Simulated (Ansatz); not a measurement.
**C₈H₁₈: geometry optimisation**

Aim: relax C₈H₁₈ from a cheap starting geometry.

Computed with Ansatz 0.2.0, Gaussian basis. Level: RKS PBE0-D4/def2-TZVP.

Levels to be run: relaxation at PBE0-D4/def2-TZVP.

1 further run of the same task is left out (set aside as unsound or not needed).

## Step 1: Starting geometry

SMILES `CCCCC(C)CC`, 26 atoms, charge 0, spin multiplicity 1.

Atoms are counted from 1 here; the program's logs count them from 0.

Bond lengths: C1–C2 1.524 Å, C1–H9 1.088 Å, C1–H10 1.087 Å, C1–H11 1.088 Å, C2–C3 1.529 Å, C2–H12 1.093 Å, C2–H13 1.091 Å, C3–C4 1.531 Å, C3–H14 1.092 Å, C3–H15 1.094 Å, C4–C5 1.535 Å, C4–H16 1.092 Å, C4–H17 1.093 Å, C5–C6 1.529 Å, C5–C7 1.532 Å, C5–H18 1.095 Å, C6–H19 1.088 Å, C6–H20 1.086 Å and more. Angles: C2–C1–H9 110.3°, C2–C1–H10 111.1°, C2–C1–H11 110.5°, H9–C1–H10 108.1°, H9–C1–H11 108.4°, H10–C1–H11 108.5°, C1–C2–C3 113.2°, C1–C2–H12 108.9°, C1–C2–H13 109.5°, C3–C2–H12 108.0°, C3–C2–H13 109.8°, H12–C2–H13 107.2°, C2–C3–C4 115.1°, C2–C3–H14 108.6°, C2–C3–H15 108.5°, C4–C3–H14 109.6°, C4–C3–H15 107.7°, H14–C3–H15 107.0° and more.

Geometry (Å):

```
C    -1.32356   -1.70307   -2.10934
C    -0.08401   -1.91278   -1.24754
C    -0.36427   -1.79616    0.25151
C    -0.91714   -0.44247    0.70528
C    -0.07093    0.78780    0.35032
C    -0.82192    2.04432    0.79177
C     1.31891    0.71654    0.99150
C     2.23192    1.87329    0.59904
H    -1.09266   -1.89382   -3.15516
H    -1.69004   -0.68345   -2.02475
H    -2.11810   -2.38141   -1.80457
H     0.31524   -2.91201   -1.44025
H     0.68622   -1.19566   -1.53676
H     0.55573   -2.01736    0.79658
H    -1.09299   -2.56266    0.52945
H    -1.91187   -0.30994    0.27484
H    -1.03934   -0.47476    1.79136
H     0.05158    0.83121   -0.73685
H    -1.82813    2.04964    0.37756
H    -0.31625    2.94411    0.45316
H    -0.90002    2.07774    1.87689
H     1.80035   -0.21384    0.68570
H     1.21059    0.69237    2.07868
H     1.87538    2.81579    1.00571
H     3.23681    1.70263    0.97980
H     2.28850    1.96399   -0.48393
```

The start is a GFN2-xTB geometry.

## Step 2: Relaxation at PBE0-D4/def2-TZVP

Contents of in.yaml:

```yaml
crystal:
  periodic: [false, false, false]
  atoms:
    - {symbol: C, position_ang: [-1.323560, -1.703070, -2.109340]}
    - {symbol: C, position_ang: [-0.084010, -1.912780, -1.247540]}
    - {symbol: C, position_ang: [-0.364270, -1.796160, 0.251510]}
    - {symbol: C, position_ang: [-0.917140, -0.442470, 0.705280]}
    - {symbol: C, position_ang: [-0.070930, 0.787800, 0.350320]}
    - {symbol: C, position_ang: [-0.821920, 2.044320, 0.791770]}
    - {symbol: C, position_ang: [1.318910, 0.716540, 0.991500]}
    - {symbol: C, position_ang: [2.231920, 1.873290, 0.599040]}
    - {symbol: H, position_ang: [-1.092660, -1.893820, -3.155160]}
    - {symbol: H, position_ang: [-1.690040, -0.683450, -2.024750]}
    - {symbol: H, position_ang: [-2.118100, -2.381410, -1.804570]}
    - {symbol: H, position_ang: [0.315240, -2.912010, -1.440250]}
    - {symbol: H, position_ang: [0.686220, -1.195660, -1.536760]}
    - {symbol: H, position_ang: [0.555730, -2.017360, 0.796580]}
    - {symbol: H, position_ang: [-1.092990, -2.562660, 0.529450]}
    - {symbol: H, position_ang: [-1.911870, -0.309940, 0.274840]}
    - {symbol: H, position_ang: [-1.039340, -0.474760, 1.791360]}
    - {symbol: H, position_ang: [0.051580, 0.831210, -0.736850]}
    - {symbol: H, position_ang: [-1.828130, 2.049640, 0.377560]}
    - {symbol: H, position_ang: [-0.316250, 2.944110, 0.453160]}
    - {symbol: H, position_ang: [-0.900020, 2.077740, 1.876890]}
    - {symbol: H, position_ang: [1.800350, -0.213840, 0.685700]}
    - {symbol: H, position_ang: [1.210590, 0.692370, 2.078680]}
    - {symbol: H, position_ang: [1.875380, 2.815790, 1.005710]}
    - {symbol: H, position_ang: [3.236810, 1.702630, 0.979800]}
    - {symbol: H, position_ang: [2.288500, 1.963990, -0.483930]}
basis:
  gaussian: {orbitals: def2-TZVP}
hamiltonian: {xc: pbe0, dispersion: d4}
relax: {f_tol: 0.005, max_steps: 150}
```

**Question.** What will the summary of the whole plan be? Wanted: point group; shift from the start; total energy; dispersion term; dipole moment.

The runs gave:

| quantity | value |
| --- | --- |
| point group | C1 |
| steps | 7 |
| shift from the start (rms) | 0.039 Å |
| total energy | -8583.3944 eV |
| dispersion term | -507 meV |
| dipole moment | 0.16 D |

**Reading.** The relaxed geometry lies 0.04 Å (rms) from the start; the bond that changed most is C6–H21, from 1.088 to 1.095 Å. No vibrations were run, so it is not proven to be a minimum. The largest Mulliken charge, -0.39 e, sits on C1.
